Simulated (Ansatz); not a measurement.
A substitution series on C: H to CH3

Gas-phase molecules. On one C centre, n of the H ligands are replaced by CH3. The mean C–H bond length y in Å at PBE0-D4/def2-TZVP. The shapes are optimised at that level. Programs: Ansatz 0.2.0.

```
molecule  n  y (Å)
     CH4  0  1.090
    C2H6  1      ?
    C3H8  2  1.093
   C4H10  3  1.094
```

Task: Fit y = c + s·n to the known rows and predict C2H6.

Result: 
1. Means of the 3 rows: n = 1.66667, y = 1.0923.
2. Σ(Δn)² = 4.6667, Σ(Δn·Δy) = 0.0063333, so the slope is 0.0063333/4.6667 = 0.0013571.
3. Intercept: 1.0923 − (0.0013571) × 1.66667 = 1.0900. The largest residual of the fit is 0.0002.
4. C2H6: 1.0900 + (0.0013571) × 1 = 1.091 Å.

The run gave 1.093 Å, so the prediction is off by -0.002 Å, more than the largest residual. The steps per swap are uneven (+0.003, 0.000, +0.001), so a line is a poor model.
